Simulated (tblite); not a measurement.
CH3P.
SMILES with atom numbers: `[CH2:1]=[PH:2]` (hydrogens: H3, H4 on C1; H5 on P2)

Method: GFN2-xTB as coded in tblite; computed harmonic values from a numerical Hessian at the method's own geometry, unscaled. The method is semi-empirical: single wavenumbers can be off by several per cent or more. Modes of hydrogen on phosphorus can be 10 to 20 % off.

Harmonic wavenumbers (cm⁻¹): 746.4, 777.6, 826.6, 999.3, 1105.6, 1407.7, 2201.9, 3079.6, 3108.0.

A = 141951, B = 16558, C = 14828 MHz; mass 45.997 u (most abundant isotopes); point group Cs, symmetry number 1.

Q: What is the zero-point energy?

A: ½Σν̃ = 7126 cm⁻¹ = 20.38 kcal/mol.

Q: Give the ideal-gas entropy at 298.15 K and 1 bar in the rigid-rotor, harmonic-oscillator model (classical rotation).

A: Translation 37.43, rotation 19.76, vibration 0.84: S = 58.0 cal/(mol K).

Q: And Cp and H(298.15 K) − H(0)?

A: Cp = 10.75 cal/(mol K), of which vibrations give 2.80 (their classical limit is 9 R = 17.9); H(298.15 K) − H(0) = 2.57 kcal/mol without the zero-point energy, 0.20 from vibrations.

Q: How do the functions run with temperature in this model?

A: 
```
T (K)  S (cal/(mol K))  Cp (cal/(mol K))  H − H(0) (kcal/mol)  G − H(0) (kcal/mol)  ln q(vib)
  150             51.8               8.2                 1.20                -6.57       0.00
  250             56.2               9.7                 2.08               -11.98       0.04
  400             61.5              12.9                 3.78               -20.82       0.24
  600             67.4              16.1                 6.69               -33.73       0.71
  900             74.5              19.1                12.01               -55.05       1.58
```

q(vib) and H(0) count from the zero-point level.

Q: What must be added to the electronic energy to get the Gibbs energy at 298.15 K and 1 bar?

A: ZPE + [H(298.15 K) − H(0)] − T·S = 20.38 + 2.57 − 17.30 = 5.65 kcal/mol.

Q: Which modes carry the vibrational entropy at 298.15 K?

A: 746.4 cm⁻¹: 0.26; 777.6 cm⁻¹: 0.23; 826.6 cm⁻¹: 0.19; 999.3 cm⁻¹: 0.09; 1105.6 cm⁻¹: 0.06; 1407.7 cm⁻¹: 0.02 cal/(mol K); the other 3 give 0.00 together.
